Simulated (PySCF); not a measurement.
**Neon: a sound run and one with changed settings**

Sound run: Ne [Ne], Ne⁺ [He] 2s2 2p5. Calculation: PySCF 2.14, in cc-pVDZ (3s2p1d, 14 functions); no relativity, point nucleus. In the sound run the correlated levels freeze 1s2. The sound run starts from symmetry-adapted Hartree-Fock orbitals and uses a fine grid where one is needed.

A second run was set up differently.

```
species   method  sound run (hartree)  changed run (hartree)  converged
     Ne      MP2           -128.67430             -128.67634        yes
     Ne  CCSD(T)           -128.67884             -128.68069        yes
    Ne⁺      MP2           -127.89985             -127.90174        yes
    Ne⁺  CCSD(T)           -127.91114             -127.91289        yes
```

Ionisation energy of Ne:

```tsv
method	sound run (eV)	changed run (eV)
UHF	19.668	19.668
MP2	21.074	21.078
SCS-MP2	20.950	20.952
CCSD	20.889	20.892
CCSD(T)	20.890	20.893
```

(1) What was changed?
A. all electrons correlated in a valence basis
B. minimal basis
C. too few SCF iterations
D. basis contracted for another Hamiltonian

Results:

(1) A. A valence basis has no tight correlating functions, so it recovers only part of the core correlation, and not evenly between atom and ion.
